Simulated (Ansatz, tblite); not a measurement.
# How methods differ on C4H9ClO (2-chloroethyl ethyl ether)

The species is C4H9ClO (15 atoms), meant as a singlet with charge 0. SMILES: `CCOCCCl`. Geometry: relaxed at PBE0-D4/def2-TZVP. This is one conformer, not always the lowest.

Quantity: the atomisation enthalpy at 298 K, in kJ/mol. The values are calculated. The thermal term (zero-point and 298 K enthalpy, harmonic and unscaled) is that of IPEA1-xTB; the spin-orbit lowering of the free atoms at 298 K, 3.9 kJ/mol by their spectra, is taken off.

**The experiment to reproduce.** CRC Handbook of Chemistry and Physics; in doubt, as an older value, an estimate or one at odds with other calculations gives the atomisation enthalpy at 298 K of the gas as 5501 kJ/mol.

| level | kind | program | value (kJ/mol) | computed − measured | CPU time (all runs) |
| --- | --- | --- | --- | --- | --- |
| BLYP/6-31G* (spherical functions) | GGA | Ansatz | 5377 | -124 | 13 s |
| PBE/6-31G* (spherical functions) | GGA | Ansatz | 5561 | +60 | 12 s |
| revPBE/6-31G* (spherical functions) | GGA | Ansatz | 5354 | -147 | 12 s |
| B3LYP/6-31G* (spherical functions) | global hybrid | Ansatz | 5399 | -102 | 14 s |
| BHLYP/6-31G* (spherical functions) | global hybrid | Ansatz | 5243 | -258 | 17 s |
| PBE0/6-31G* (spherical functions) | global hybrid | Ansatz | 5457 | -44 | 16 s |
| MP2/6-31G* (spherical functions) | perturbation theory | Ansatz | 5001 | -500 | 6.1 s |
| CCSD/6-31G* (spherical functions) | coupled cluster or CI | Ansatz | 4889 | -612 | 40 s |

Nearest: PBE0/6-31G* (spherical functions) (-44 kJ/mol); farthest: CCSD/6-31G* (spherical functions) (-612 kJ/mol). Computed less measured by kind, in kJ/mol (of the ab initio rows, those in 6-31G*): GGA -147 to +60; global hybrid -258 to -44; perturbation theory -500; coupled cluster or CI -612. Wave-function methods converge slowly with the basis and bind too weakly in sets of this size; that is part of their error here. In so small a basis fixed costs decide the times, and correlated methods can beat functionals. CPU times are rough (shared hosts, several kinds of processor and program).
